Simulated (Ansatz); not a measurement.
Cartesian coordinates (Å):
```xyz
6

C     -0.4877     0.0057     0.0034
C      0.9657    -0.0113    -0.0067
N      2.1281    -0.0248    -0.0148
H     -0.8822    -0.7017    -0.7391
H     -0.8652    -0.2792     0.9951
H     -0.8587     1.0113    -0.2380
```
Charge 0, multiplicity 1.

Method: frozen-core CCSD(T)/cc-pVTZ // PBE-D3(BJ)/def2-TZVP (Ansatz, a first-principles code).

```yaml
HF energy: -131.97147 Ha
MP2 correlation energy: -0.51710 Ha
```

Estimate the CCSD correlation energy, the (T) correction, the total energy and the T1 diagnostic.


The CCSD correlation energy is -0.53085 Ha and the (T) correction is -0.02531 Ha. The CCSD(T) total energy comes out as -132.52762 Ha and the T1 diagnostic is 0.013.
